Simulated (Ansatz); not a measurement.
Relative stability

The two ends of one reaction step of CH7ClSi, closed shell (PBE0-D4/def2-TZVP).

A:

Si1  (-0.992, -0.480, -0.269)
H2  (-0.144, -0.566, -1.499)
H3  (-1.470, -1.857, 0.024)
H4  (-2.160, 0.377, -0.602)
C5  (-0.009, 0.223, 1.153)
H6  (1.539, 0.281, -1.604)
Cl7  (2.654, 0.919, -1.551)
H8  (0.859, -0.402, 1.374)
H9  (-0.626, 0.278, 2.052)
H10  (0.350, 1.228, 0.921)
(Å)

B:

Si1  (-0.829, 0.674, -0.323)
H2  (1.397, -2.348, -1.301)
H3  (-1.503, -0.511, -0.908)
H4  (-1.823, 1.754, -0.111)
C5  (0.065, 0.249, 1.247)
H6  (1.436, -1.662, -1.592)
Cl7  (0.520, 1.362, -1.725)
H8  (0.806, -0.533, 1.069)
H9  (-0.645, -0.111, 1.996)
H10  (0.576, 1.126, 1.650)
(Å)

Program: Ansatz 0.2.0. Basis: def2-TZVPP. Cores are frozen in the correlated methods. B3LYP uses VWN-RPA correlation.

**Question.** Which structure is lower at CCSD(T), and by how much? (To be estimated.)

**Answer.** By the calculation: B, by 0.740 eV (electronic energy, against the other). By their contacts, A is a complex of CH₆Si ([CH3][SiH3]) + HCl and B is a complex of CH₅ClSi ([CH3][SiH2][Cl]) + H₂.

All methods give the same order:

| method | E(B) − E(A) (eV) |
| --- | --- |
| SPW92 | -0.668 |
| PBE-D4 | -0.755 |
| BLYP-D4 | -0.760 |
| r2SCAN-D4 | -0.822 |
| B97M-V | -0.768 |
| PBE0-D4 | -0.766 |
| B3LYP-D4 | -0.764 |
| r2SCAN0-D4 | -0.816 |
| BHLYP-D4 | -0.779 |
| CAM-B3LYP-D4 | -0.738 |
| wB97X-V | -0.784 |
| wB97M-V | -0.805 |
| B2PLYP | -0.771 |
| PBE-QIDH | -0.798 |
| RPA on PBE | -0.708 |
| HF | -0.758 |
| MP2 | -0.837 |
| CCSD | -0.723 |
| CCSD(T) | -0.740 |

No T1 diagnostic of these runs exceeds 0.009.

Labels in which every atom is bracketed show which atoms are joined, not bond orders.

For scale, one of the runs: CCSD(T)/def2-TZVPP, 213 basis functions, launched by `ansatz run in.yaml --threads 4 --pin off --events-out ev --progress --plain --max-ram 9574MiB`. The run took 33 s on 4 CPU threads of an Arm Neoverse V1 (shared host), with 2.8 GiB of host memory at its peak.
